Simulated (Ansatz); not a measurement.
`[O][AlH][F]` radical. The species carries charge 0 and has multiplicity 2.

Problem. What are the harmonic wavenumbers in cm⁻¹ at PBE0-D4/def2-TZVP (Ansatz, finite differences of forces, unscaled)? (Estimate.)

Solution. Computed: 219, 476, 598, 759, 905, 2014.

Problem. Is this a minimum?

Solution. Yes, all 6 modes are real.

Problem. Give the ideal-gas thermochemistry at 298.15 K and 1 bar (rigid rotor, harmonic oscillator; point group Cs, symmetry number 1).

Solution. Zero-point energy 29.7 kJ/mol; H(298) − E = 42.5 kJ/mol; entropy 277.4 J/(mol·K), of which translation 160.5, rotation 96.4, vibration 14.7, electronic 5.8; G(298) − E = -40.2 kJ/mol.

Problem. And at 400, 500, 600, 800 and 1000 K?

Solution. 
```csv
T (K),H − E (kJ/mol),S (J/mol/K),G − E (kJ/mol)
400,48.5,294.7,-69.4
500,54.9,309.1,-99.6
600,61.7,321.5,-131.1
800,76.1,342.1,-197.6
1000,91.1,358.9,-267.7
```

Problem. Rotational constants (cm⁻¹)?

Solution. 1.065, 0.2332, 0.1914.
